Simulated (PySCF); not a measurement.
A structure optimised at PBE-D3(BJ)/def2-SVP, used in a PySCF frequency run:

```xyz
5

Cl     1.0324     1.0324    -1.0324
C      0.0000     0.0000     0.0000
Cl    -1.0324     1.0324     1.0324
Cl    -1.0324    -1.0324    -1.0324
Cl     1.0324    -1.0324     1.0324
```
Charge 0, spin multiplicity 1.

Task: Write its SMILES, formula and point group.

Result: ClC(Cl)(Cl)Cl, CCl4, Td

Task: What are its rotational constants (standard atomic weights)?

Result: 1.6718, 1.6718, 1.6718 GHz
